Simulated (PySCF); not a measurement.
n-methylacetamide, C₃H₇NO, SMILES CNC(C)=O, point group Cs.

Force field and properties: PBE0/pcSseg-1 (PySCF, grid level 2). Vibrational terms come from second-order perturbation theory with semi-diagonal cubic constants, by steps of ±0.6 along the normal coordinates of each isotopologue. The parent has the commonest isotopes.

Equilibrium geometry (Å):

| atom | x | y | z |
| --- | --- | --- | --- |
| C1 | -1.8977 | 0.1053 | -0.0181 |
| N2 | -0.5219 | -0.0419 | 0.3834 |
| C3 | 0.5113 | 0.0571 | -0.4956 |
| C4 | 1.8868 | -0.1229 | 0.1016 |
| O5 | 0.3510 | 0.2759 | -1.6821 |
| H6 | -2.4728 | -0.8063 | 0.1840 |
| H7 | -1.9023 | 0.2958 | -1.0941 |
| H8 | -2.3757 | 0.9488 | 0.4944 |
| H9 | -0.3150 | -0.2243 | 1.3529 |
| H10 | 2.4725 | 0.7807 | -0.0936 |
| H11 | 1.8831 | -0.3223 | 1.1779 |
| H12 | 2.3855 | -0.9488 | -0.4147 |

(1) Give the equilibrium and ground-state rotational constants (MHz) of parent; ¹⁸O at 5.

(2) How is the parent's vibrational correction B0 − Be made up?

(3) And its quartic centrifugal distortion constants from the harmonic force field?

(4) Which nuclear quadrupole couplings χaa, χbb, χcc (MHz) does the parent show, at equilibrium and averaged?

A mode lies under 250 cm⁻¹, where this perturbation treatment is rough. Internal rotors are held in one well.

## Answers

(1) 
```csv
species,Ae,Be,Ce,A0,B0,C0,Δ0 (u Å²),harmonic ZPE (cm⁻¹)
parent,10083,3878.5,2903,10018,3856.1,2886.1,-6.399,22488
¹⁸O at 5,9449.2,3866.1,2841.3,9390.1,3844.4,2825.1,-6.391,22450
```

Δ0 = Ic − Ia − Ib from the ground-state constants.

(2) 
| axis | harmonic | Coriolis | cubic | total (MHz) |
| --- | --- | --- | --- | --- |
| a | 17 | -82.5 | 0.721 | -64.8 |
| b | 4.67 | -9.24 | -17.8 | -22.4 |
| c | 1.43 | -3.5 | -14.8 | -16.9 |

(3) Asymmetric top, A reduction, Ir representation: ΔJ = 0.582 kHz, ΔJK = 3.5 kHz, ΔK = 4.69 kHz, δJ = 0.15 kHz, δK = -0.454 kHz.

(4) 14N at 2: 2.5, 2.3, -4.8 and 2.5, 2.3, -4.7.
